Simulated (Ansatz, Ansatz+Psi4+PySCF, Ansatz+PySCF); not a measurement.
```xyz
2

C     0.0000    0.0000    0.1601
H     0.0000    0.0000   -0.9605
```

Basis set: cc-pVTZ (spherical functions). Frozen core: 1 orbital. Correlation on ROHF uses semicanonical orbitals with singles. Charge 0, multiplicity 2.

Computed with Ansatz (development build ahead of 0.2.0); free ground-state atoms in the same class of orbitals, no zero-point energy, no relativity.

The atomization energy of doublet CH from measured heats of formation, zero-point and thermal terms removed is 3.638 eV (G2/97 set, Curtiss et al., J. Chem. Phys. 106, 1063 (1997), as shipped with ASE); it holds spin-orbit and other relativistic effects.

Problem. How far do ROHF-CCSD(T), UHF-CCSD(T), ROHF-MP2, UHF-MP2, UHF miss it in this basis?

Solution.

```tsv
method	atomization energy (eV)	computed − measured (eV)
ROHF-CCSD(T)	3.533	-0.105
UHF-CCSD(T)	3.523	-0.115
ROHF-MP2	3.394	-0.244
UHF-MP2	3.249	-0.389
UHF	2.542	-1.096
```

Caution for UHF-CCSD(T), UHF-MP2: large amplitudes, a single reference is doubtful. Caution for UHF-CCSD(T), UHF-MP2, UHF: the determinant breaks the point group; the unrestricted determinant is spin contaminated. Caution for UHF-MP2: another reference gives a lower total.
